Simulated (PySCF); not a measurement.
Molecule: `InChI=1S/C5H10/c1-2-5-3-4-5/h5H,2-4H2,1H3`.

Molfile (atoms numbered from 1):
```
C5H10
     RDKit          3D

 15 15  0  0  0  0  0  0  0  0999 V2000
    1.9629   -0.3984    0.0089 C   0  0  0  0  0  0  0  0  0  0  0  0
    0.7226    0.0782   -0.7321 C   0  0  0  0  0  0  0  0  0  0  0  0
   -0.3693    0.5611    0.1898 C   0  0  0  0  0  0  0  0  0  0  0  0
   -1.3016   -0.4243    0.8331 C   0  0  0  0  0  0  0  0  0  0  0  0
   -1.8065    0.5071   -0.2313 C   0  0  0  0  0  0  0  0  0  0  0  0
    2.7448   -0.7411   -0.6858 H   0  0  0  0  0  0  0  0  0  0  0  0
    1.7228   -1.2331    0.6863 H   0  0  0  0  0  0  0  0  0  0  0  0
    2.3944    0.4084    0.6227 H   0  0  0  0  0  0  0  0  0  0  0  0
    0.9930    0.8877   -1.4328 H   0  0  0  0  0  0  0  0  0  0  0  0
    0.3236   -0.7395   -1.3577 H   0  0  0  0  0  0  0  0  0  0  0  0
   -0.0861    1.4201    0.8100 H   0  0  0  0  0  0  0  0  0  0  0  0
   -1.1805   -1.4805    0.5732 H   0  0  0  0  0  0  0  0  0  0  0  0
   -1.6163   -0.2532    1.8659 H   0  0  0  0  0  0  0  0  0  0  0  0
   -2.0318    0.0852   -1.2154 H   0  0  0  0  0  0  0  0  0  0  0  0
   -2.4704    1.3235    0.0651 H   0  0  0  0  0  0  0  0  0  0  0  0
  1  2  1  0
  2  3  1  0
  3  4  1  0
  4  5  1  0
  5  3  1  0
  1  6  1  0
  1  7  1  0
  1  8  1  0
  2  9  1  0
  2 10  1  0
  3 11  1  0
  4 12  1  0
  4 13  1  0
  5 14  1  0
  5 15  1  0
M  END
```

Geometry PBE0-D3(BJ)/def2-SVP throughout; GIAO in PySCF, gas phase, one conformer, non-relativistic; equivalent atoms averaged; basis pcSseg-1.

For orientation, KT3 gives these absolute shieldings σ: C2 148.8, C1 165.8, C3 167.4, C4/C5 175.6, H6/H7/H8 30.27, H9/H10 30.18, H13/H15 30.89, H11 30.86, H12/H14 31.37 ppm.

A run gave: C2 152.2, C1 167.5, C3 169.7, C4/C5 177.4, H6/H7/H8 30.32, H9/H10 30.32, H13/H15 30.95, H11 30.96, H12/H14 31.40 ppm (absolute shieldings σ).

Which functional was used in that run?
A. B97-2
B. HF
C. B3LYP
D. WP04

## Answers

A. C2 tells them apart best: B97-2 gives 152.2, B3LYP gives 146.1, WP04 gives 140.0, HF gives 163.3 ppm.
